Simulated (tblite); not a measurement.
Species: C4H3O2 (charge -1).
Atom-mapped SMILES: `[O-:1][c:2]1[cH:3][cH:4][cH:5][o:6]1` (hydrogens: H7 on C3; H8 on C4; H9 on C5)
Bond orders are those of one Lewis drawing.

Computed with GFN2-xTB (tblite), gas phase: Langevin dynamics at 300 K from the optimised GFN2-xTB geometry, time step 0.5 fs, friction 0.01 fs⁻¹, 2000 steps.

Start geometry:
```
atom  x, y, z in Å
O1      2.464   -0.269    0.329
C2      1.234   -0.165    0.168
C3      0.401    0.923   -0.096
C4     -0.920    0.437   -0.178
C5     -0.871   -0.902    0.032
O6      0.423   -1.306    0.245
H7      0.725    1.941   -0.213
H8     -1.813    1.013   -0.370
H9     -1.629   -1.665    0.058
```

The statistics below take the 31 frames saved every 25 fs from 250 to 1000 fs; their kinetic temperature (all 3N coordinates) averages 238 K.

**Question.** How do the bond lengths spread?

**Answer.** 
| bond | start (Å) | mean (Å) | standard deviation (Å) | shortest (Å) | longest (Å) |
| --- | --- | --- | --- | --- | --- |
| O1–C2 | 1.244 | 1.247 | 0.024 | 1.205 | 1.316 |
| C2–C3 | 1.395 | 1.398 | 0.022 | 1.363 | 1.440 |
| C3–C4 | 1.410 | 1.412 | 0.029 | 1.355 | 1.457 |
| C4–C5 | 1.357 | 1.360 | 0.020 | 1.313 | 1.396 |
| C5–O6 | 1.371 | 1.369 | 0.021 | 1.327 | 1.408 |
| C2–O6 | 1.402 | 1.404 | 0.024 | 1.366 | 1.467 |
| C3–H7 | 1.075 | 1.081 | 0.024 | 1.023 | 1.119 |
| C4–H8 | 1.080 | 1.087 | 0.042 | 1.008 | 1.180 |
| C5–H9 | 1.076 | 1.078 | 0.026 | 1.027 | 1.142 |

**Question.** How far does each atom move about its mean position (frames aligned on the start, all atoms weighted alike), and what rms force does it feel?

**Answer.** 
| atom | rms displacement (Å) | rms force (eV/Å) |
| --- | --- | --- |
| O1 | 0.10 | 1.46 |
| C2 | 0.04 | 1.81 |
| C3 | 0.07 | 1.68 |
| C4 | 0.05 | 2.16 |
| C5 | 0.06 | 1.66 |
| O6 | 0.08 | 1.11 |
| H7 | 0.10 | 0.87 |
| H8 | 0.12 | 1.36 |
| H9 | 0.10 | 0.88 |

The displacements run from 0.04 to 0.12 Å, the largest at H8.

The run is classical and short, so these are rough statistics of one trajectory.

What follows is the cost of the whole dynamics run. On one thread, Arm Neoverse V1 (aarch64), shared host with 32 logical CPUs at a one-minute load of 12, this took 6.8 s and 0.18 GiB of memory at its peak.
